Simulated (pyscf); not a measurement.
HO–Si(OH)(F)–F (SMILES O[Si](O)(F)F) + HO–SiH₃ (SMILES O[SiH3]) → HO–Si(F)(F)–O–SiH₃ (SMILES O[Si](F)(F)O[SiH3]) + H₂O (SMILES O) (four-centre exchange; singlet surface; H–O, O–Si broken, O–Si, H–O formed). Single points on ωB97X-D3(BJ)/def2-SVP structures (PySCF, gas phase). Rate constants from transition-state theory, ωB97M-D3(BJ)/def2-TZVP energies (ideal gas, 1 atm, RRHO with modes under 100 cm⁻¹ raised to 100, one conformer, R ln 2 for chiral ones without a mode under 150 cm⁻¹; no tunnelling), k in cm³ molecule⁻¹ s⁻¹.

| T (K) | 1000/T | log10 k |
|---|---|---|
| 298 | 3.354 | -31.58 |
| 600 | 1.667 | -23.33 |
| 900 | 1.111 | -20.43 |
| 1200 | 0.833 | ? |

Q: Fit an Arrhenius line to the three values, give the activation energy, and predict k at 1200 K.

A: Least squares gives log10 k = -14.99 − 4.95 × 1000/T, so Ea = 4.95 × ln 10 × 1.987 = 22.6 kcal/mol, against an electronic barrier of 21.1. At 1200 K the line gives -19.12; the computed value is -18.88 (ΔG‡ = 74.1 kcal/mol), a factor 1.7 over the line, since the plot is curved. On the reactant side the descent ends in a complex (not fully relaxed), 7.4 kcal/mol under the separated species and 28.0 kcal/mol under the saddle at ωB97X-D3(BJ)/def2-TZVP. On the product side the descent ends in a complex (not fully relaxed), 6.3 kcal/mol under the separated species and 31.8 kcal/mol under the saddle at ωB97X-D3(BJ)/def2-TZVP. One saddle was located; it need not be the lowest between these sides.
